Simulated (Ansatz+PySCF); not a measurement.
Results of a calculation; reference values are marked as such.
Several solutions for triplet B2

```xyz
2

B     0.0000    0.0000   -1.8885
B     0.0000    0.0000    1.8885
```

Basis set: 6-31G (spherical functions). Charge 0, multiplicity 3.

PBE0 (unrestricted) was run from several starts with Ansatz (development build ahead of 0.2.0) and PySCF 2.14.0.

```
run  program                        start  converged  energy (hartree)  <S²>
  A   Ansatz      atomic start, no search        yes         -49.20511  2.00
  B   Ansatz  search for the lowest state        yes         -49.22059  2.00
  C   Ansatz      stability test followed        yes         -49.22059  2.00
  D    PySCF             program defaults        yes         -49.20511  2.00
```

(1) Which runs reached the lowest solution of this kind, and what is wrong with the others?

Results:

(1) B, C reached the lowest solution found. Converged but too high: A by 0.42 eV, D by 0.42 eV. Convergence only shows a stationary point, and even a stable one can lie too high; stability tests and further starts are what find lower ones.
